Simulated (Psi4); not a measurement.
# One shape, several levels: triplet C2ClF3

We compute a comparison of 4 runs (U-r2SCAN/cc-pVDZ, UM06-L/cc-pVDZ, UPBE0/cc-pVDZ, USVWN5/cc-pVDZ) of triplet C2ClF3. 

The results are computed with Psi4 1.11.

## 1. The structure to begin with

The species is C2ClF3 (6 atoms), meant as a triplet with charge 0. As SMILES of the parent species, `FC(F)=C(F)Cl`. Geometry: relaxed at PBE0-D4/def2-TZVP. That shape belongs to the parent species and isn't relaxed for this state.

Bond lengths: F1–C2 1.308 Å, C2–F3 1.307 Å, C2–C4 1.324 Å, C4–F5 1.324 Å, C4–Cl6 1.693 Å. Angles: F1–C2–F3 112.6°, F1–C2–C4 123.3°, F3–C2–C4 124.1°, C2–C4–F5 120.3°, C2–C4–Cl6 123.9°, F5–C4–Cl6 115.8°.

## 2. A single-point energy at U-r2SCAN/cc-pVDZ (run 1)

input.dat reads:

```
memory 2200 mb

molecule {
  0 3
  F
  C 1 1.308474
  F 2 1.306727 1 112.56842
  C 2 1.324154 3 124.08591 1 179.99759
  F 4 1.324339 2 120.28642 3 -179.99774
  Cl 4 1.6928 2 123.92182 3 -0.00394
  symmetry c1
}

set globals {
  reference            uks
  puream               true
  e_convergence        1e-09
  d_convergence        1e-08
  scf_type             pk
  dft_radial_points    99
  dft_spherical_points 590
  maxiter              100
}

energy_value, wavefunction = energy("r2scan/cc-pVDZ", return_wfn=True)
oeprop(wavefunction, "QUADRUPOLE", "MAYER_INDICES", "LOWDIN_CHARGES", title="R2SCAN")
```

Command:

```console
$ psi4 -n 1 input.dat output.dat
```

output.dat:

```text
[...]
  Running in c1 symmetry.
[...]
  Nuclear repulsion =  295.745219132452348
[...]
  Multiplicity = 3
[...]
  Nalpha       = 29
  Nbeta        = 27
[...]
    Number of basis functions: 88
[...]
   @UKS iter   1:  -835.43060721278164    3.12150e-01   5.29594e-03 ADIIS/DIIS
[...]
   @UKS iter  16:  -835.55235930866672   -1.13687e-13   2.83897e-09 DIIS
[...]
   @S^2 Observed:                2.009473971E+00
[...]
    Orbital Energies [Eh]
    ---------------------
    Alpha Occupied:
       1A   -101.251633     2A    -24.561016     3A    -24.555601
       4A    -24.555020     5A    -10.192181     6A    -10.185114
       7A     -9.414450     8A     -7.159523     9A     -7.151087
      10A     -7.149223    11A     -1.268713    12A     -1.238405
      13A     -1.208974    14A     -0.883456    15A     -0.767045
      16A     -0.615646    17A     -0.567233    18A     -0.554763
      19A     -0.531053    20A     -0.495094    21A     -0.469183
      22A     -0.429941    23A     -0.420488    24A     -0.396014
      25A     -0.391084    26A     -0.360084    27A     -0.329727
      28A     -0.261990    29A     -0.062192
    Alpha Virtual:
[...]
  @UKS Final Energy:  -835.55235930866672
   => Energetics <=
    Nuclear Repulsion Energy =            295.7452191324523483
    One-Electron Energy =               -1743.2495547365549555
    Two-Electron Energy =                 682.3610057815825485
    DFT Exchange-Correlation Energy =     -70.4090294861466646
    Empirical Dispersion Energy =           0.0000000000000000
    VV10 Nonlocal Energy =                  0.0000000000000000
    Total Energy =                       -835.5523593086667233
  UHF NO Occupations:
  HONO-2 :   27  A 1.9982139
  HONO-1 :   28  A 1.0000000
[...]
 Multipole Moments:
 ------------------------------------------------------------------------------------
     Multipole            Electronic (a.u.)      Nuclear  (a.u.)        Total (a.u.)
 ------------------------------------------------------------------------------------
 L = 1.  Multiply by 2.5417464519 to convert [e a0] to [Debye]
 Dipole X            :         -0.0000346           -0.0000337           -0.0000682
 Dipole Y            :         -0.2625794            0.3110071            0.0484277
 Dipole Z            :         -0.8524834            1.0201829            0.1676995
 Magnitude           :                                                    0.1745519
 L = 2.  Multiply by 1.3450342976 to convert [e a0^2] to [Debye ang]
 Quadrupole XX       :        -27.2501278            0.0000016          -27.2501263
 Quadrupole XY       :          0.0113795           -0.0113326            0.0000469
[...]
```

Wall time 44 s (1 thread of Intel Xeon 6975P-C (Granite Rapids), shared host); peak memory 1.3 GiB.

## 3. Energy and gradient at UM06-L/cc-pVDZ (run 2)

c2clf3.xyz reads:

```xyz
6
C2ClF3
F      0.754980    -1.638860     0.121480
C     -0.084770    -0.642210     0.238150
F     -1.171340    -0.974840     0.883330
C      0.149100     0.567290    -0.247440
F      1.278540     0.821980    -0.890380
Cl    -0.926530     1.866650    -0.105120
```

run.py reads:

```python
import psi4

psi4.set_memory('2200 MB')
psi4.set_num_threads(1)
psi4.core.set_output_file('output.dat', False)

with open('c2clf3.xyz') as f:
    atoms = ''.join(f.readlines()[2:])
mol = psi4.geometry('0 3\n' + atoms + 'symmetry c1\nno_reorient\nno_com')

psi4.set_options({
    'basis': 'cc-pVDZ',
    'reference': 'uks',
    'puream': True,
    'e_convergence': 1e-09,
    'd_convergence': 1e-08,
    'scf_type': 'pk',
    'dft_radial_points': 99,
    'dft_spherical_points': 590,
    'maxiter': 100,
})

energy_value = psi4.gradient("m06-l")
print('gradient / Eh bohr^-1')
print(energy_value.np.round(6))
```

Command:

```console
$ python run.py
```

output.dat:

```text
[...]
  Running in c1 symmetry.
[...]
  Nuclear repulsion =  295.745276287558966
[...]
  Multiplicity = 3
[...]
  Nalpha       = 29
  Nbeta        = 27
[...]
    Number of basis functions: 88
[...]
   @UKS iter   1:  -835.56696503725050    2.78132e-01   5.36173e-03 DIIS/ADIIS
[...]
   @UKS iter  15:  -835.68720461116902   -5.68434e-12   5.57460e-09 DIIS
[...]
   @S^2 Observed:                2.007614747E+00
[...]
  @UKS Final Energy:  -835.68720461116902
   => Energetics <=
    Nuclear Repulsion Energy =            295.7452762875589656
    One-Electron Energy =               -1743.3105923995494777
    Two-Electron Energy =                 682.4420455742981630
    DFT Exchange-Correlation Energy =     -70.5639340734766591
    Empirical Dispersion Energy =           0.0000000000000000
    VV10 Nonlocal Energy =                  0.0000000000000000
    Total Energy =                       -835.6872046111690224
  UHF NO Occupations:
  HONO-2 :   27  A 1.9985565
  HONO-1 :   28  A 1.0000000
[...]
 Multipole Moments:
 ------------------------------------------------------------------------------------
     Multipole            Electronic (a.u.)      Nuclear  (a.u.)        Total (a.u.)
 ------------------------------------------------------------------------------------
 L = 1.  Multiply by 2.5417464519 to convert [e a0] to [Debye]
 Dipole X            :         14.2955799          -14.3721420           -0.0765620
 Dipole Y            :        -28.4926684           28.6445631            0.1518947
 Dipole Z            :          1.5281412           -1.5361773           -0.0080361
 Magnitude           :                                                    0.1702890
[...]
  -Total Gradient:
     Atom            X                  Y                   Z
    ------   -----------------  -----------------  -----------------
       1       -0.021210500868     0.012380204337     0.006862280338
       2        0.031070530922     0.175696932850    -0.069096022114
       3        0.023010650913    -0.002481211547    -0.010762095773
       4       -0.022550819700    -0.195687617877     0.070880351470
       5       -0.010943431382     0.005859344692     0.003697796505
       6        0.000657516259     0.004236240776    -0.001600857885
[...]
```

Standard output:

```text
gradient / Eh bohr^-1
[[-0.021211  0.01238   0.006862]
 [ 0.031071  0.175697 -0.069096]
 [ 0.023011 -0.002481 -0.010762]
 [-0.022551 -0.195688  0.07088 ]
 [-0.010943  0.005859  0.003698]
 [ 0.000658  0.004236 -0.001601]]
```

Wall time 52 s (1 thread of Intel Xeon 6975P-C (Granite Rapids), shared host); peak memory 1.3 GiB.

## 4. A single-point energy at UPBE0/cc-pVDZ (run 3)

job.dat reads:

```
memory 2200 MB

molecule geom {
  0 3
  F      0.754980    -1.638860     0.121480
  C     -0.084770    -0.642210     0.238150
  F     -1.171340    -0.974840     0.883330
  C      0.149100     0.567290    -0.247440
  F      1.278540     0.821980    -0.890380
  Cl    -0.926530     1.866650    -0.105120
  symmetry c1
}

set {
  reference uks
  puream true
  e_convergence 1e-09
  d_convergence 1e-08
  scf_type pk
  dft_radial_points 99
  dft_spherical_points 590
  maxiter 100
}

energy('pbe0/cc-pVDZ')
```

Command:

```console
$ psi4 job.dat job.out -n 1
```

job.out:

```text
[...]
  Running in c1 symmetry.
[...]
  Nuclear repulsion =  295.745276287558966
[...]
  Multiplicity = 3
[...]
  Nalpha       = 29
  Nbeta        = 27
[...]
    Number of basis functions: 88
[...]
   @UKS iter   1:  -835.15590560068631    2.07979e-01   3.99129e-03 ADIIS/DIIS
[...]
   @UKS iter  16:  -835.22274141025002   -9.09495e-12   9.03270e-09 DIIS
[...]
   @S^2 Observed:                2.007570299E+00
[...]
    Orbital Energies [Eh]
    ---------------------
    Alpha Occupied:
       1A   -101.762676     2A    -24.841825     3A    -24.837265
       4A    -24.836283     5A    -10.379908     6A    -10.373065
       7A     -9.578296     8A     -7.312294     9A     -7.304949
      10A     -7.302796    11A     -1.344004    12A     -1.312248
      13A     -1.282726    14A     -0.946580    15A     -0.828799
      16A     -0.676028    17A     -0.626377    18A     -0.612564
      19A     -0.590410    20A     -0.545779    21A     -0.532446
      22A     -0.490703    23A     -0.487299    24A     -0.455742
      25A     -0.443778    26A     -0.409395    27A     -0.371566
      28A     -0.309728    29A     -0.102572
    Alpha Virtual:
[...]
  @UKS Final Energy:  -835.22274141025002
   => Energetics <=
    Nuclear Repulsion Energy =            295.7452762875589656
    One-Electron Energy =               -1743.2378809226415797
    Two-Electron Energy =                 665.3003434570978243
    DFT Exchange-Correlation Energy =     -53.0304802322651696
    Empirical Dispersion Energy =           0.0000000000000000
    VV10 Nonlocal Energy =                  0.0000000000000000
    Total Energy =                       -835.2227414102500234
  UHF NO Occupations:
  HONO-2 :   27  A 1.9986241
  HONO-1 :   28  A 1.0000000
[...]
 Multipole Moments:
 ------------------------------------------------------------------------------------
     Multipole            Electronic (a.u.)      Nuclear  (a.u.)        Total (a.u.)
 ------------------------------------------------------------------------------------
 L = 1.  Multiply by 2.5417464519 to convert [e a0] to [Debye]
 Dipole X            :          0.3622417           -0.4576464           -0.0954047
 Dipole Y            :         -0.7829293            0.9612407            0.1783115
 Dipole Z            :          0.0571813           -0.0638291           -0.0066478
 Magnitude           :                                                    0.2023394
[...]
```

It took 24 s on 1 thread of Intel Xeon 6975P-C (Granite Rapids), shared host; peak memory 1.1 GiB.

## 5. Energy and forces at USVWN5/cc-pVDZ (run 4)

job.in reads:

```
memory 2200 mb

molecule geom {
  0 3
  F      0.754980    -1.638860     0.121480
  C     -0.084770    -0.642210     0.238150
  F     -1.171340    -0.974840     0.883330
  C      0.149100     0.567290    -0.247440
  F      1.278540     0.821980    -0.890380
  Cl    -0.926530     1.866650    -0.105120
  units angstrom
  symmetry c1
  no_reorient
  no_com
}

set {
  basis cc-pVDZ
  reference uks
  puream true
  e_convergence 1e-09
  d_convergence 1e-08
  scf_type pk
  dft_radial_points 99
  dft_spherical_points 590
  maxiter 100
}

energy_value, wavefunction = gradient("scf", dft_functional={"name": "SVWN5", "x_functionals": {"LDA_X": {}}, "c_functionals": {"LDA_C_VWN": {}}}, return_wfn=True)
oeprop(wavefunction, "DIPOLE", "LOWDIN_CHARGES", "WIBERG_LOWDIN_INDICES")
print_variables()
```

Command:

```console
$ psi4 -i job.in -o job.out -n 1
```

job.out:

```text
[...]
  Running in c1 symmetry.
[...]
  Nuclear repulsion =  295.745276287558966
[...]
  Multiplicity = 3
[...]
  Nalpha       = 29
  Nbeta        = 27
[...]
    Number of basis functions: 88
[...]
   @UKS iter   1:  -831.50907293980435    4.50205e-01   6.43988e-03 DIIS/ADIIS
[...]
   @UKS iter  15:  -831.68163912378270   -1.36424e-12   2.98879e-09 DIIS
[...]
   @S^2 Observed:                2.002741315E+00
[...]
  @UKS Final Energy:  -831.68163912378270
   => Energetics <=
    Nuclear Repulsion Energy =            295.7452762875589656
    One-Electron Energy =               -1742.9181565139988379
    Two-Electron Energy =                 681.9222640752408324
    DFT Exchange-Correlation Energy =     -66.4310229725835768
    Empirical Dispersion Energy =           0.0000000000000000
    VV10 Nonlocal Energy =                  0.0000000000000000
    Total Energy =                       -831.6816391237827020
  UHF NO Occupations:
  HONO-2 :   27  A 1.9994906
  HONO-1 :   28  A 1.0000000
[...]
  -Total Gradient:
     Atom            X                  Y                   Z
    ------   -----------------  -----------------  -----------------
       1       -0.016551427144     0.006139318634     0.006438519850
       2        0.031958398312     0.174377944109    -0.069135044279
       3        0.017042366989    -0.004690432154    -0.007108789972
       4       -0.026145749020    -0.191342437183     0.071351585057
       5       -0.004640293110     0.007150621535     0.000144619134
       6       -0.001683150124     0.008389520169    -0.001688423322
[...]
 Multipole Moments:
 ------------------------------------------------------------------------------------
     Multipole            Electronic (a.u.)      Nuclear  (a.u.)        Total (a.u.)
 ------------------------------------------------------------------------------------
 L = 1.  Multiply by 2.5417464519 to convert [e a0] to [Debye]
 Dipole X            :         14.2805277          -14.3721420           -0.0916142
 Dipole Y            :        -28.4569792           28.6445631            0.1875839
 Dipole Z            :          1.5247760           -1.5361773           -0.0114013
 Magnitude           :                                                    0.2090714
[...]
```

Run time: 26 s. Hardware: 1 thread of Intel Xeon 6975P-C (Granite Rapids), shared host; peak memory 0.6 GiB.

## 6. All runs side by side

| run | level | task | energy (Eh) | dipole moment (D) | HOMO energy (eV) | ⟨S²⟩ | wall time |
| --- | --- | --- | --- | --- | --- | --- | --- |
| 1 | U-r2SCAN/cc-pVDZ | energy | -835.552359 | 0.44 | -1.69 | 2.009 | 44 s |
| 2 | UM06-L/cc-pVDZ | gradient | -835.687205 | 0.43 | -1.37 | 2.008 | 52 s |
| 3 | UPBE0/cc-pVDZ | energy | -835.222741 | 0.51 | -2.79 | 2.008 | 24 s |
| 4 | USVWN5/cc-pVDZ | gradient | -831.681639 | 0.53 | -1.09 | 2.003 | 26 s |

## 7. Results

```
                                 quantity          value
                      run 4: total energy  -831.68164 Eh
                     run 4: dipole moment         0.53 D
run 4: HOMO energy (highest over α and β)       -1.09 eV
                              run 4: ⟨S²⟩          2.003
          run 4: largest force on an atom    10.587 eV/Å
```

What this shows: The dipole moment (its size) runs from 0.43 D (UM06-L/cc-pVDZ) to 0.53 D (USVWN5/cc-pVDZ). Totals of different functionals can't be ranked against each other. All runs together took 2.4 min, the longest 52 s.
